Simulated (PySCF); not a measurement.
## BF: energy against distance

Set-up: PySCF, no relativity, basis sets B def2-TZVP, F def2-TZVP. Energies in eV from B + F in their ground configurations at the same level. State: ¹Σ⁺ (singlet), closed shell.

All columns are PBE0. A positive dipole means B(−)F(+).

```csv
R (Å),E (eV),μ (D),Mulliken charge on B (basis-dependent),HOMO (eV),LUMO (eV),Mayer bond order,⟨S²⟩
1.088,-6.565,1.81,-0.08,-7.52,-0.13,1.86,0.00
1.139,-7.238,1.60,-0.03,-7.65,-0.40,1.74,0.00
1.189,-7.609,1.37,0.03,-7.80,-0.67,1.63,0.00
1.227,-7.740,1.19,0.07,-7.91,-0.86,1.55,0.00
1.265,-7.776,1.00,0.10,-8.02,-1.04,1.47,0.00
1.303,-7.739,0.81,0.14,-8.14,-1.22,1.40,0.00
1.354,-7.605,0.53,0.17,-8.31,-1.45,1.32,0.00
1.417,-7.344,0.17,0.21,-8.51,-1.71,1.24,0.00
1.493,-6.949,-0.28,0.24,-8.76,-2.01,1.17,0.00
1.594,-6.360,-0.91,0.29,-9.07,-2.37,1.11,0.00
```

A fit through these points gives, at Re = 1.263 Å, μ = 1.01 D and dμ/dR = -5.07 D/Å; the reduced mass is 6.97 u.

Question: How strong is the fundamental in the double-harmonic approximation, I = 42.26·(dμ/dR)²/μred km/mol?

Answer: I = 42.26·(-5.07)²/6.97 = 156 km/mol at PBE0.
